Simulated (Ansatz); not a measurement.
# Two structures, one formula

Two relaxed structures of Si$_{2}$H$_{3}$Cl, closed shell (PBE0-D4/def2-TZVP; forces vanish, vibrations not checked).

A:

| atom | x (Å) | y (Å) | z (Å) |
| --- | --- | --- | --- |
| Si1 | -0.4593 | 0.5063 | -1.1415 |
| Si2 | 0.3518 | -0.4373 | 0.8773 |
| Cl3 | 1.9894 | 0.5433 | 1.6775 |
| H4 | -1.4961 | -0.6186 | -1.0800 |
| H5 | -0.7162 | -0.4155 | 1.9171 |
| H6 | 0.7618 | -1.8529 | 0.6541 |

B:

Si1  (-0.316, 0.941, -0.529)
Si2  (0.708, -0.352, 0.960)
Cl3  (1.878, 0.170, 2.561)
H4  (1.286, 0.296, -0.496)
H5  (0.265, 2.071, 0.310)
H6  (0.994, -1.796, 0.748)
(Å)

Program: Ansatz 0.2.0. Basis: def2-TZVPP. Cores are frozen in the correlated methods. B3LYP uses VWN-RPA correlation.

Problem. Which structure is lower at CCSD(T), and by how much? (An estimate is asked for; the value comes from the calculation.)

Solution. The calculation gives: B, by 2.9 kJ/mol (electronic energy, against the other); a gap this small isn't resolved in one triple-zeta basis. By their contacts, A is Si₂H₃Cl ([SiH][SiH2][Cl]) and B is Si₂H₃Cl ([Cl][SiH]1[H][SiH]1).

Problem. Do the other methods give the same order? (Judge from chemistry; the calculation decides.)

Solution. The calculation gives: Not all: HF, CCSD give the other order.

```tsv
method	E(B) − E(A) (kJ/mol)
PBE-D4	-27.5
r2SCAN-D4	-24.6
PBE0-D4	-17.4
B3LYP-D4	-5.1
wB97M-V	-8.8
HF	37.4
MP2	-10.6
CCSD	5.8
CCSD(T)	-2.9
```

The T1 diagnostic stays at or below 0.016. The restricted Hartree–Fock reference is unstable towards an unrestricted one at one or more of these structures.

Labels in which every atom is bracketed show which atoms are joined, not bond orders.

For scale, one of the runs: CCSD(T)/def2-TZVPP, 168 basis functions, launched by `ansatz run in.yaml --threads 2 --pin off --events-out ev --progress --plain --max-ram 4352MiB`. The run took 27 s on 2 CPU threads of an Arm Neoverse V1 (shared host), with 1.2 GiB of host memory at its peak.
